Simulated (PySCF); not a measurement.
Compound: C3HN2 (charge -1).
Geometry (GFN2-xTB, Å), atoms numbered from 1 in this order:
```xyz
6
C3HN2 angstrom
N     -2.2357   -0.7669    0.0211
C     -1.1978   -0.2338    0.0118
C     -0.0032    0.4278    0.0000
C      1.2030   -0.2120   -0.0229
N      2.2499   -0.7270   -0.0441
H     -0.0130    1.5139    0.0126
```

The closed-shell ground state was solved at several levels (PySCF, density fitting, gas phase, non-relativistic). No diffuse functions stand in pcJ-1 and pcSseg-1, which bears on an anion's orbital energies.

```json
{"level": "CAM-B3LYP/def2-SVPD", "basis functions": "108", "HOMO (eV)": "-2.04", "LUMO (eV)": "5.38", "gap (eV)": "7.42"}
{"level": "B3LYP/pcJ-1", "basis functions": "145", "HOMO (eV)": "-0.41", "LUMO (eV)": "5.08", "gap (eV)": "5.49"}
```

**Question.** What might PBE0/pcSseg-1 (90 basis functions) give for the same quantities?

**Answer.** HOMO -0.64 eV, LUMO 5.34 eV, gap 5.98 eV.

**Question.** Over all these levels, which gives the widest orbital gap and which the narrowest?

**Answer.** CAM-B3LYP/def2-SVPD (range-separated hybrid) has the widest, 7.42 eV, and B3LYP/pcJ-1 (global hybrid, 20 % exact exchange) the narrowest, 5.49 eV. Functional and basis both differ between the two, so the spread mixes both effects.
